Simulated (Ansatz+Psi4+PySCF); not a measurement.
doublet FNO(+): levels of theory in one basis

```xyz
3

N     0.0000   -0.0086   -0.0014
F     0.0000    1.2524    0.8697
O     0.0000   -0.9404    0.6498
```

Basis set: cc-pVTZ (spherical functions). Left uncorrelated: 3 orbitals. Correlation on ROHF uses semicanonical orbitals with singles. Charge 1, multiplicity 2.

Computed with Ansatz (development build ahead of 0.2.0) and Psi4 1.11 and PySCF 2.14.0; each method stands on the lowest determinant of its kind that the runs found.

```json
{"method": "ROHF", "E − E(ROHF) (eV)": "0.00", "<S²> of the determinant": "0.75"}
{"method": "UHF", "E − E(ROHF) (eV)": "-0.82", "<S²> of the determinant": "1.09"}
{"method": "ROHF-MP2", "E − E(ROHF) (eV)": "-17.78", "<S²> of the determinant": "–"}
```

Q: What does UHF-MP2 give on the same scale?

A: -17.26 eV.

Caution for ROHF, ROHF-MP2: an unrestricted determinant lies well below. Caution for UHF, UHF-MP2: the unrestricted determinant is spin contaminated.
